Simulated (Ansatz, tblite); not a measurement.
**The cluster Re₃−: rung by rung**

The task here is to estimate one member of a computed series from the others.

Method: as each input shows; program: Ansatz 0.2.0, Gaussian basis.

The runs, in order: GFN1-xTB, GFN2-xTB, PBE-D4/def2-TZVPD, r2SCAN-D4/def2-TZVPD, CAM-B3LYP-D4/def2-TZVPD, r2SCAN0-D4/def2-TZVPD, PBE-QIDH/def2-TZVPD, LC-ωPBE/def2-TZVPD, LDA/def2-TZVPD, PBE-D4/def2-SVPD, PBE0-D4/def2-SVPD, MP2/def2-TZVPD, RPA/def2-TZVPD.

4 further runs of the same task are left out: 4 that didn't finish.

## The structure

The geometry is that of the singlet, from an earlier relaxation (PBE0-D4/def2-TZVPD). At that level it is the lowest of the isomers that a small search found.

3 atoms, charge -1, spin multiplicity 1.

Bond lengths: Re1–Re2 2.128 Å, Re1–Re3 2.321 Å, Re2–Re3 2.321 Å. Angles: Re2–Re1–Re3 62.7°, Re1–Re2–Re3 62.7°, Re1–Re3–Re2 54.6°.

Re takes a core potential in the def2 sets. No spin-orbit coupling is included. The ion is computed in the gas phase, without counter-ions or solvent.

PBE0-D4/def2-TZVPD was run before; its log isn't repeated, and its numbers join the tables.

The first run:

Tight binding, by tblite at 300 K electronic temperature and without a spin-polarisation term:

```python
tblite.interface.Calculator('GFN1-xTB', numbers, positions, charge=-1, uhf=0).singlepoint()
```

Tight binding, by tblite at 300 K electronic temperature and without a spin-polarisation term:

```python
tblite.interface.Calculator('GFN2-xTB', numbers, positions, charge=-1, uhf=0).singlepoint()
```

start.molden holds the orbitals of an earlier run on this state, given as this run's starting guess.

in.yaml reads:

```yaml
crystal:
  periodic: [false, false, false]
  atoms:
    - {symbol: Re, position_ang: [0.161139, -1.067757, -0.662861]}
    - {symbol: Re, position_ang: [-1.096575, 0.060120, 0.631952]}
    - {symbol: Re, position_ang: [0.935436, 1.007637, 0.030909]}
basis:
  gaussian: {orbitals: def2-TZVPD, initial_orbitals: start.molden}
total_charge: -1
hamiltonian: {xc: pbe, dispersion: d4}
scf: {omitted_lower_state_checks: [starts]}
output: {orbitals: {seedname: orbitals}}
```

Command:

```bash
> ansatz run in.yaml --threads 4 --pin off --events-out ev --progress --plain --max-ram 3916MiB
```

Among the steps run: PBE-D4/def2-TZVPD; r2SCAN-D4/def2-TZVPD; CAM-B3LYP-D4/def2-TZVPD; r2SCAN0-D4/def2-TZVPD; PBE-QIDH/def2-TZVPD; LC-ωPBE/def2-TZVPD; LDA/def2-TZVPD; PBE-D4/def2-SVPD; PBE0-D4/def2-SVPD; MP2/def2-TZVPD; RPA/def2-TZVPD.

One of the session's tables, all rows but one given; the rest of the session is left out.

```
                  level  LUMO (eV)  gap (eV)
         LDA/def2-TZVPD          ?         ?
       PBE-D4/def2-SVPD       1.03      0.14
      PBE-D4/def2-TZVPD       0.88      0.14
   r2SCAN-D4/def2-TZVPD       0.98      0.34
      PBE0-D4/def2-SVPD       1.88      1.96
     PBE0-D4/def2-TZVPD       1.74      1.94
  r2SCAN0-D4/def2-TZVPD       1.78      2.07
CAM-B3LYP-D4/def2-TZVPD       2.70      4.01
     LC-ωPBE/def2-TZVPD       3.60      5.99
```

Estimate the missing values for LDA/def2-TZVPD.

**Answer.** LUMO (eV): 0.69; gap (eV): 0.09. In the column «LUMO (eV)» it is the lowest.
